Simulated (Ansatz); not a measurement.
A nudged elastic band was laid between two geometries of CH$_{4}$BO (7 atoms, charge 0, multiplicity 2).

Theory: Ansatz, UKS B3LYP-D4/STO-3G.

```yaml
movable_images: 5
climbing_image: yes
spring: 5.0 eV/Å²
optimiser: quadratic models (default)
start_path: through a guess of the saddle point
force_threshold: 0.03 eV/Å
iteration_limit: 10
end_points: relaxed
```

Image 0:

```xyz
7
Properties=species:S:1:pos:R:3
B -1.355 -0.278 -0.399
C 0.113 0.076 0.030
O 0.936 -1.117 0.327
H -2.154 0.546 -0.668
H 0.569 0.695 -0.785
H 0.056 0.764 0.913
H 1.836 -0.686 0.582
```

Image 6:

```xyz
7
Properties=species:S:1:pos:R:3
B -1.078 0.332 0.148
C 0.309 -0.037 -0.271
O 1.199 -0.579 0.659
H -1.808 0.785 -0.645
H 0.725 0.079 -1.291
H -1.423 0.170 1.254
H 2.075 -0.749 0.146
```

Task: Which bonds break or form, and what moves?

Result: Bonds broken: C2–H6. Bonds formed: B1–H6.

Task: Give the energies along the band, and the barrier.

Result: The forces met the threshold. The highest image is number 2 of 0 to 6, 0.69 eV above the first end and 2.86 eV above the last; the last end lies 2.17 eV below the first. Neighbouring images differ by up to 1.2 eV, so the band resolves the path poorly. Another band between the same ends (5 images) ends at a top of the same energy, where a vibrational analysis finds 1 clearly imaginary mode. Limits of this set-up: minimal basis.

```json
{"image": "0", "path coordinate (Å)": "0.00", "energy (eV)": "0.00", "C2–H6 (Å)": "1.12", "B1–H6 (Å)": "2.19"}
{"image": "1", "path coordinate (Å)": "0.45", "energy (eV)": "0.25", "C2–H6 (Å)": "1.16", "B1–H6 (Å)": "1.81"}
{"image": "2", "path coordinate (Å)": "0.90", "energy (eV)": "0.69", "C2–H6 (Å)": "1.43", "B1–H6 (Å)": "1.37"}
{"image": "3", "path coordinate (Å)": "1.35", "energy (eV)": "-0.22", "C2–H6 (Å)": "1.85", "B1–H6 (Å)": "1.18"}
{"image": "4", "path coordinate (Å)": "1.81", "energy (eV)": "-1.45", "C2–H6 (Å)": "2.14", "B1–H6 (Å)": "1.16"}
{"image": "5", "path coordinate (Å)": "2.26", "energy (eV)": "-2.01", "C2–H6 (Å)": "2.26", "B1–H6 (Å)": "1.17"}
{"image": "6", "path coordinate (Å)": "2.72", "energy (eV)": "-2.17", "C2–H6 (Å)": "2.32", "B1–H6 (Å)": "1.17"}
```

Task: What is the geometry of the highest image?

Result: 
```xyz
7
Properties=species:S:1:pos:R:3
B -1.316 -0.104 -0.025
C 0.165 -0.118 -0.183
O 1.016 -1.048 0.442
H -1.992 0.613 -0.652
H 0.705 0.639 -0.805
H -0.528 0.636 0.818
H 1.949 -0.619 0.406
```

Time of the run: 27 s on 1 thread of Intel(R) Xeon(R) 6975P-C (Granite Rapids), on a shared host, peak memory 0.11 GiB.
